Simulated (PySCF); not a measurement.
Al: ionisation energy

Al [Ne] 3s2 3p1 (2P) → Al⁺ [Ne] 3s2 (1S), as a difference of total energies. Calculation: PySCF 2.14, in pcseg-2; the non-relativistic Hamiltonian (point nucleus). Correlated levels: valence: [Ne] frozen. The calculations carry no spin-orbit coupling.

```tsv
method	ionisation energy (eV)
UHF	5.557
r2SCAN	6.163
MP2 (valence)	5.684
SCS-MP2 (valence)	5.665
CCSD (valence)	5.714
```

Q: Estimate what TPSS gives.

A: 6.148 eV, closest to r2SCAN among the rows shown.

Q: Estimate what CCSD(T) (valence) gives.

A: 5.733 eV, closest to CCSD (valence) among the rows shown.

Errors of the correlated levels include the incompleteness of this basis and the frozen core.

For comparison: 5.977 eV (measured; NIST levels, between the centres of gravity of the two terms).
